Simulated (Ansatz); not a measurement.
hcp Os, treated with Hartree–Fock (Ansatz, a program for electronic structure, PAW).

Run with plane-wave cutoff 460 eV, 12×12×6 k mesh (along the axes of the cell as run), Fermi–Dirac smearing 0.05 eV, no spin polarisation, scalar-relativistic PAW data made under PBE.

Computed at the level's own relaxed cell.

Question: Estimate the equilibrium lattice constant a and lattice parameter c that the calculation returns.

Answer: 
equilibrium lattice constant a: 2.722 Å
lattice parameter c: 4.270 Å

Measured, for comparison: lattice constant a 2.734 Å (293 K, no zero-point or thermal correction, our sources range from 2.734 to 2.740; as tabulated in Wikipedia's data pages); lattice parameter c 4.320 Å (293 K, no zero-point or thermal correction; as tabulated in Wikipedia's data pages). Computed (rounded) less measured: lattice constant a -0.4 % (-0.4 % to -0.7 % over the range), lattice parameter c -1.2 %. A static lattice is as a rule a little smaller and stiffer than an uncorrected measurement, which narrows the difference in the lattice constant a, lattice parameter c and would widen misses of the other sign.

Spin–orbit coupling is not included.

The computed numbers hold no vibrational or temperature effects.

Computing time: roughly 22 core-minutes.
